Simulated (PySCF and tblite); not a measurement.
Results of a calculation; reference values are marked as such.
Stationary points of C₃H₇NS at GFN2-xTB, in Å:

Structure A

```
 1 C    -1.297   -0.756   -0.549
 2 C    -0.589   -0.015   -1.639
 3 N     0.470    0.669   -1.621
 4 S     1.601    1.135   -0.583
 5 C     1.357    0.540    1.147
 6 H    -2.275   -0.303   -0.381
 7 H    -0.744   -0.756    0.383
 8 H    -1.463   -1.786   -0.863
 9 H    -1.071   -0.067   -2.613
10 H     0.412    0.901    1.540
11 H     1.425   -0.542    1.190
12 H     2.179    0.983    1.699
```

Structure B

```
 1 C    -1.959   -0.913   -0.963
 2 C    -0.615   -0.361   -1.288
 3 N     0.138    0.045   -0.358
 4 S     1.649    0.682   -0.539
 5 C     1.958    0.969    1.231
 6 H    -2.730   -0.330   -1.464
 7 H    -2.126   -0.890    0.110
 8 H    -2.033   -1.940   -1.320
 9 H    -0.345   -0.336   -2.346
10 H     1.206    1.652    1.613
11 H     1.910    0.019    1.754
12 H     2.948    1.403    1.318
```

Structure C

```
 1 C    -1.695   -0.776   -0.543
 2 C    -0.534   -0.356   -1.397
 3 N     0.517    0.136   -0.940
 4 S     1.836    0.750   -0.406
 5 C     1.643    0.835    1.439
 6 H    -2.589   -0.228   -0.838
 7 H    -1.490   -0.588    0.507
 8 H    -1.894   -1.838   -0.685
 9 H    -0.653   -0.506   -2.474
10 H     0.797    1.470    1.683
11 H     1.501   -0.165    1.833
12 H     2.561    1.266    1.821
```

Geometries: GFN2-xTB; energies: PBE0/pcSseg-1 + D3(BJ); zero-point and thermal terms from GFN2-xTB harmonic modes (soft modes blended into free rotors).

Q: Which structure is a saddle point, and along which motion?

A: C: one imaginary mode (280i cm⁻¹ at GFN2-xTB, mostly on N3, C1), along the planar inversion at N3 (torsion C1–C2–N3–S4 from 180° to 0°).

Q: Give their symmetry and energies above the lowest.

A: A C1, 6.6 kcal/mol; B Cs, 0.0 kcal/mol; C Cs, 18.8 kcal/mol.
